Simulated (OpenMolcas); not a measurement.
# A workflow on SiNH3 (SMILES N[SiH])

We compute a single-point energy (HF/STO-3G), then the energy (CASSCF(2,2)/STO-3G), then a single-point energy (CASPT2(2,2)/STO-3G), then the energy (SC-NEVPT2(2,2)/STO-3G), then a single-point energy (MRCI(2,2)/STO-3G) of SiNH3. 

The results are computed with OpenMolcas 26.06.

1 further run of the same task is left out (set aside as unsound or not needed).

### 1 The molecule

SiNH3: 5 atoms, total charge 0, spin state singlet. SMILES: `N[SiH]`. Geometry: relaxed at GFN2-xTB. This is one conformer, not always the lowest.

Bond lengths: N1–Si2 1.713 Å, N1–H3 1.011 Å, N1–H4 1.006 Å, Si2–H5 1.494 Å. Angles: N1–Si2–H5 96.3°, Si2–N1–H3 126.2°, Si2–N1–H4 122.7°, H3–N1–H4 111.2°.

### 2 The energy at HF/STO-3G (run 1)

coord.xyz

```xyz
5

N     -0.298680    -0.469270     0.122940
Si     0.005450     1.195020     0.389730
H      0.189070    -1.067540    -0.529200
H     -1.009510    -0.977570     0.620720
H      1.113660     1.319360    -0.604190
```

step1.input

```
&gateway
  baslib=$CurrDir
  coord=coord.xyz
  basis=STO-3G
  group=NoSym

&seward

&scf
  prorbitals=1 1
```

The basis set STO-3G is read from a file made from the Basis Set Exchange's data (not shown).

On the command line:

```
$ export MOLCAS_MEM=1860
$ pymolcas step1.input > step1.log
```

Log (excerpt; [...] marks lines left out):

```text
--- Start Module: gateway ---
[...]
--- Stop Module: gateway /rc=_RC_ALL_IS_WELL_ ---
--- Start Module: seward ---
[...]
      Basis functions           17
--- Stop Module: seward /rc=_RC_ALL_IS_WELL_ ---
--- Start Module: scf ---
[...]
       Convergence after   9 Iterations
[...]
::    Total SCF energy                               -341.0433181008
[...]
      Total spin, S                                     0.0000000000
[...]
      Total electronic charge=   24.000000
      Total            charge=   -0.000000
[...]
      Dipole Moment (debye):
      Origin of the operator (angstrom)=   -0.0830    0.5806    0.2691
                   X= -2.4098E-01               Y= -8.2480E-01               Z= -4.2851E-02           Total=  8.6035E-01
      Quadrupole Moment (debye*angstrom):
[...]
--- Stop Module: scf /rc=_RC_ALL_IS_WELL_ ---
[...]
```

Run time: 1.3 s. Hardware: 1 thread of Arm Neoverse V2, shared host; peak memory 0.37 GiB.

### 3 The energy at CASSCF(2,2)/STO-3G (run 2)

coord.xyz is that of step 2.

step2.input

```
>>> EXPORT MOLCAS_PRINT=2
&GATEWAY
BasLib=$CurrDir
Coord=coord.xyz
Basis=STO-3G
Group=NoSym
&SEWARD
&RASSCF
FileOrb=$CurrDir/step1.ScfOrb
Spin=1
Nactel=2 0 0
Inactive=11
Ras2=2
OrbListing=Nothing
```

The basis set STO-3G is read from a file made from the Basis Set Exchange's data (not shown).

On the command line:

```
$ export MOLCAS_MEM=1860
$ pymolcas step2.input > step2.log
```

Log (excerpt; [...] marks lines left out):

```text
--- Start Module: gateway ---
[...]
--- Stop Module: gateway /rc=_RC_ALL_IS_WELL_ ---
--- Start Module: seward ---
[...]
      Basis functions           17
--- Stop Module: seward /rc=_RC_ALL_IS_WELL_ ---
--- Start Module: rasscf ---
[...]
      Number of active orbitals                  2
[...]
      Spin quantum number                      0.0
[...]
      Active orbitals                            2
[...]
      Number of CSFs                             3
[...]
      Number of root(s) required                 1
[...]
      Convergence after 10 iterations
[...]
      printout of CI-coefficients larger than  0.05 for root  1
      energy=    -341.053373
      conf/sym  11     Coeff  Weight
             1  20   0.99190 0.98387
             3  02  -0.12698 0.01613
      Natural orbitals and occupation numbers for root  1
      sym 1:   1.967750   0.032250
      ************************************************************************************************************************
      *                                                    Final results                                                     *
[...]
::    RASSCF root number  1 Total energy:   -341.05337313
[...]
      Total electronic charge=   24.000000
      Total            charge=   -0.000000
[...]
      Dipole Moment (debye):
      Origin of the operator (angstrom)=   -0.0830    0.5806    0.2691
                   X= -2.6678E-01               Y= -6.7507E-01               Z=  3.0912E-02           Total=  7.2653E-01
      Quadrupole Moment (debye*angstrom):
[...]
--- Stop Module: rasscf /rc=_RC_ALL_IS_WELL_ ---
[...]
```

Wall time 1.4 s (1 thread of Arm Neoverse V2, shared host); peak memory 0.37 GiB.

### 4 The energy at CASPT2(2,2)/STO-3G (run 3)

coord.xyz is that of step 3.

step3.input

```
&GATEWAY
  BasLib=$CurrDir
  Coord=coord.xyz
  Basis=STO-3G
  Group=NoSym

&SEWARD

&RASSCF
  FileOrb=$CurrDir/step2.RasOrb
  Spin=1
  Nactel=2 0 0
  Inactive=11
  Ras2=2
  OrbListing=Nothing

&CASPT2
  Imaginary=0.1
  Frozen=6
```

The basis set STO-3G is read from a file made from the Basis Set Exchange's data (not shown).

On the command line:

```
$ export MOLCAS_MEM=1860
$ pymolcas step3.input > step3.log
```

Log (excerpt; [...] marks lines left out):

```text
--- Start Module: gateway ---
[...]
--- Stop Module: gateway /rc=_RC_ALL_IS_WELL_ ---
[...]
      Basis functions           17
[...]
--- Start Module: rasscf ---
[...]
      Number of active orbitals                  2
[...]
      Spin quantum number                      0.0
[...]
      Active orbitals                            2
[...]
      Number of CSFs                             3
[...]
      Number of root(s) required                 1
[...]
      Convergence after  4 iterations
[...]
      printout of CI-coefficients larger than  0.05 for root  1
      energy=    -341.053373
      conf/sym  11     Coeff  Weight
             1  20   0.99190 0.98388
             3  02  -0.12698 0.01612
      Natural orbitals and occupation numbers for root  1
      sym 1:   1.967750   0.032250
      ************************************************************************************************************************
      *                                                    Final results                                                     *
[...]
::    RASSCF root number  1 Total energy:   -341.05337313
[...]
      Total electronic charge=   24.000000
      Total            charge=   -0.000000
[...]
      Dipole Moment (debye):
      Origin of the operator (angstrom)=   -0.0830    0.5806    0.2691
                   X= -2.6676E-01               Y= -6.7506E-01               Z=  3.0937E-02           Total=  7.2652E-01
      Quadrupole Moment (debye*angstrom):
[...]
--- Stop Module: rasscf /rc=_RC_ALL_IS_WELL_ ---
--- Start Module: caspt2 ---
[...]
 ###    WARNING: User changed nr of frozen orbitals.                         ###
 ###############################################################################
[...]
      E2 (Variational):          -0.0747252278
      Total energy:            -341.1280983614
[...]
      Reference weight:           0.96653
[...]
::    CASPT2 Root  1     Total energy:   -341.12809836
[...]
--- Stop Module: caspt2 /rc=_RC_ALL_IS_WELL_ ---
[...]
```

It took 1.3 s on 1 thread of Arm Neoverse V2, shared host; peak memory 0.37 GiB.

### 5 The energy at SC-NEVPT2(2,2)/STO-3G (run 4)

coord.xyz is that of step 4.

step4.input

```
* H3NSi NEVPT2

&gateway
  baslib=$CurrDir
  coord=coord.xyz
  basis=STO-3G
  group=NoSym

&seward

&rasscf
  fileorb=$CurrDir/step2.RasOrb
  spin=1
  nactel=2 0 0
  inactive=11
  ras2=2
  orblisting=Nothing

&caspt2
  sc-nevpt2
  frozen=6
```

The basis set STO-3G is read from a file made from the Basis Set Exchange's data (not shown).

On the command line:

```
$ export MOLCAS_MEM=1860
$ pymolcas step4.input > step4.log
```

Log (excerpt; [...] marks lines left out):

```text
--- Start Module: gateway ---
[...]
--- Stop Module: gateway /rc=_RC_ALL_IS_WELL_ ---
[...]
      Basis functions           17
[...]
--- Start Module: rasscf ---
[...]
      Number of active orbitals                  2
[...]
      Spin quantum number                      0.0
[...]
      Active orbitals                            2
[...]
      Number of CSFs                             3
[...]
      Number of root(s) required                 1
[...]
      Convergence after  4 iterations
[...]
      printout of CI-coefficients larger than  0.05 for root  1
      energy=    -341.053373
      conf/sym  11     Coeff  Weight
             1  20   0.99190 0.98388
             3  02  -0.12698 0.01612
      Natural orbitals and occupation numbers for root  1
      sym 1:   1.967750   0.032250
      ************************************************************************************************************************
      *                                                    Final results                                                     *
[...]
::    RASSCF root number  1 Total energy:   -341.05337313
[...]
      Total electronic charge=   24.000000
      Total            charge=   -0.000000
[...]
      Dipole Moment (debye):
      Origin of the operator (angstrom)=   -0.0830    0.5806    0.2691
                   X= -2.6676E-01               Y= -6.7506E-01               Z=  3.0937E-02           Total=  7.2652E-01
      Quadrupole Moment (debye*angstrom):
[...]
--- Stop Module: rasscf /rc=_RC_ALL_IS_WELL_ ---
--- Start Module: caspt2 ---
[...]
 ###    WARNING: User changed nr of frozen orbitals.                         ###
 ###############################################################################
[...]
      E2 (Variational):          -0.0722902860
[...]
      E2 (Variational):          -0.0722872630
      Total energy:            -341.1256603966
[...]
      Reference weight:           0.96896
[...]
::    SC-NEVPT2 Root  1     Total energy:   -341.12566040
[...]
--- Stop Module: caspt2 /rc=_RC_ALL_IS_WELL_ ---
[...]
```

Run time: 1.3 s. Hardware: 1 thread of Arm Neoverse V2, shared host; peak memory 0.37 GiB.

### 6 A single-point energy at MRCI(2,2)/STO-3G (run 5)

coord.xyz is that of step 5.

step5.inp

```
* H3NSi MRCI
>>> EXPORT MOLCAS_PRINT=2

&GATEWAY
  BASLIB
  $CurrDir
  COORD
  coord.xyz
  BASIS
  STO-3G
  GROUP
  NoSym

&SEWARD

&RASSCF
  FILEORB
  $CurrDir/step2.RasOrb
  SPIN
  1
  NACTEL
  2 0 0
  INACTIVE
  11
  RAS2
  2
  ORBLISTING
  Nothing

&MOTRA
  LUMORB
  FROZEN
  6

&GUGA
  ELECTRONS
  12
  SPIN
  1
  INACTIVE
  5
  ACTIVE
  2
  CIALL
  1

&MRCI
  SDCI
```

The basis set STO-3G is read from a file made from the Basis Set Exchange's data (not shown).

On the command line:

```
$ export MOLCAS_MEM=1860
$ pymolcas step5.inp > step5.log
```

Log (excerpt; [...] marks lines left out):

```text
--- Start Module: gateway ---
[...]
--- Stop Module: gateway /rc=_RC_ALL_IS_WELL_ ---
[...]
      Basis functions           17
[...]
      Number of active orbitals                  2
[...]
      Spin quantum number                      0.0
[...]
      Active orbitals                            2
[...]
      Number of CSFs                             3
[...]
      Number of root(s) required                 1
[...]
      Convergence after  4 iterations
[...]
      printout of CI-coefficients larger than  0.05 for root  1
      energy=    -341.053373
      conf/sym  11     Coeff  Weight
             1  20   0.99190 0.98388
             3  02  -0.12698 0.01612
      Natural orbitals and occupation numbers for root  1
      sym 1:   1.967750   0.032250
      ************************************************************************************************************************
      *                                                    Final results                                                     *
[...]
::    RASSCF root number  1 Total energy:   -341.05337313
[...]
      Dipole Moment (debye):
      Origin of the operator (angstrom)=   -0.0830    0.5806    0.2691
                   X= -2.6676E-01               Y= -6.7506E-01               Z=  3.0937E-02           Total=  7.2652E-01
      Quadrupole Moment (debye*angstrom):
[...]
      *** WARNING: Default frozen orbitals is overwritten by user input.
      *** Default values:   3
[...]
--- Start Module: guga ---
[...]
--- Stop Module: guga /rc=_RC_ALL_IS_WELL_ ---
--- Start Module: mrci ---
[...]
       (But an ACPF correction will be computed)
       USE THE DEFAULT ACPF G-VALUE GFAC=  0.16666666666666666
[...]
                      CI ENERGY:  -341.14714335
[...]
                ACPF CORRECTION:    -0.00522742
[...]
      Total electronic charge=   24.000000
      Total            charge=   -0.000000
[...]
     ACPF CORRECTION:     -0.00522742
[...]
  CI State   1     Total energy:   -341.14714335     QDav:     -0.00634363     QACPF:     -0.00522742
[...]
--- Stop Module: mrci /rc=_RC_ALL_IS_WELL_ ---
[...]
```

Run time: 1.4 s. Hardware: 1 thread of Arm Neoverse V2, shared host; peak memory 0.37 GiB.

### 7 Outcome

| quantity | value |
| --- | --- |
| run 1, HF/STO-3G: total energy | -341.04332 Eh |
| run 1, HF/STO-3G: dipole moment | 0.86 D |
| run 1, HF/STO-3G: HOMO energy | -5.96 eV |
| run 1, HF/STO-3G: LUMO energy | 7.36 eV |
| run 1, HF/STO-3G: HOMO–LUMO gap | 13.32 eV |
| run 2, CASSCF(2,2)/STO-3G: total energy | -341.05337 Eh |
| run 2, CASSCF(2,2)/STO-3G: dipole moment (CASSCF density) | 0.73 D |
| run 3, CASPT2(2,2)/STO-3G: total energy | -341.12810 Eh |
| run 3, CASPT2(2,2)/STO-3G: dipole moment (CASSCF density) | 0.73 D |
| run 4, SC-NEVPT2(2,2)/STO-3G: total energy | -341.12566 Eh |
| run 4, SC-NEVPT2(2,2)/STO-3G: dipole moment (CASSCF density) | 0.73 D |
| run 5, MRCI(2,2)/STO-3G: total energy | -341.14714 Eh |
| run 5, MRCI(2,2)/STO-3G: dipole moment (CASSCF density) | 0.73 D |

Mulliken charges (run 2, CASSCF(2,2)/STO-3G) run from -0.62 on N1 to +0.56 on Si2. Mulliken charges (run 4, SC-NEVPT2(2,2)/STO-3G) of the CASSCF density run from -0.62 on N1 to +0.56 on Si2; they depend strongly on the basis.
